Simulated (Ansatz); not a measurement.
# Isomers

Structures of MgBH3O, singlet, relaxed at PBE0-D4/def2-TZVP (vibrations not checked; lower isomers may exist, and structures with a doubtful reference or unclear bonds are left out). Program: Ansatz 0.2.0. Basis: def2-TZVPP. Cores are frozen in the correlated methods. The outer core shell of Li, Na, Mg and K is correlated. The def2 sets are not built for correlating such inner shells, so the correlated values are less sure here. B3LYP uses VWN-RPA correlation.

Q: Rank them by CCSD(T) energy, lowest first, and give each one's height above the lowest. Links in brackets join atoms within 1.22 times the sum of their covalent radii (1.1 for two metals). (Judge from chemistry; the value comes from the calculation.)
A.
MgBH₃O ([BH2][O][MgH])
```
6
angstrom
B -0.9099 0.2905 -0.9353
O -0.0074 -0.0001 -0.0103
Mg 1.2142 -0.3886 1.2473
H -0.9759 -0.3605 -1.9562
H -1.6820 1.2114 -0.7733
H 2.3610 -0.7528 2.4278
```
B.
a complex of BH₃O ([BH2][OH]) + Mg
```
6
angstrom
B -0.8795 0.2403 -0.9800
O 0.0600 -0.5179 -0.3738
Mg 1.3261 0.4582 2.3313
H -1.3689 -0.1110 -2.0175
H -1.1832 1.2573 -0.4299
H 0.2772 -1.3265 -0.8463
```
C.
MgBH₃O ([OH][BH][MgH])
```
6
angstrom
B 0.3259 0.4088 0.1985
Mg -1.4557 -0.2788 -1.0897
O 1.0317 -0.5437 0.8703
H -2.7886 -0.7717 -2.0563
H 0.7097 1.5533 0.3447
H 1.7619 -0.1889 1.3888
```
D.
a complex of BHO ([BH][O]) + H₂ + Mg
```
6
angstrom
B -1.0976 0.6433 -0.7228
O -0.2807 0.3803 0.1158
Mg 0.7514 1.2898 2.8690
H 1.6314 -1.5166 0.3383
H -1.8983 0.9057 -1.5383
H 2.1272 -2.0747 0.3062
```

A: Computed: A (0.000 eV), B (0.954 eV), D (1.592 eV), C (1.873 eV). Heights count from the lowest.

Q: Do PBE-D4, r2SCAN-D4, PBE0-D4, B3LYP-D4, wB97M-V, HF, MP2 give the same order? (Judge from chemistry; the calculation decides.)

A: The calculation gives: All do.

T1 diagnostic: at most 0.016.

For scale, one of the runs: CCSD(T)/def2-TZVPP, 136 basis functions, launched by `ansatz run in.yaml --threads 2 --pin off --events-out ev --progress --plain --max-ram 4352MiB`. Time: 18 s of wall clock on 2 CPU threads of an Arm Neoverse V1; the host was shared. Peak host memory: 0.83 GiB.
